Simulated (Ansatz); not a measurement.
CH₃NO, SMILES NC=O (connectivity only; charge and spin as stated), charge +1, multiplicity 2.

Geometry optimised at B3LYP-D3(BJ)/def2-TZVP. The spin state was assumed, not searched. One conformer was computed; it need not be the lowest.

Two levels are set side by side: PBE/def2-TZVPD (Ansatz, a first-principles code) and PBE0/def2-TZVPD (Ansatz). Energy differences of separate SCF runs at the same geometry; the states with an electron removed or added have multiplicity 3 and 1. Differences are taken from unrounded values.

```tsv
quantity	PBE0
vertical ionisation energy (eV)	19.14
vertical electron affinity (eV)	9.73
```

Question: What does PBE give, and how far is it from PBE0? (Estimate from the structure and the level; the computed values follow.)

Answer: 
| quantity | PBE | PBE minus PBE0 |
|---|---|---|
| vertical ionisation energy (eV) | 19.11 | -0.03 |
| vertical electron affinity (eV) | 9.84 | 0.10 |

Here PBE gives about what the other level gives.
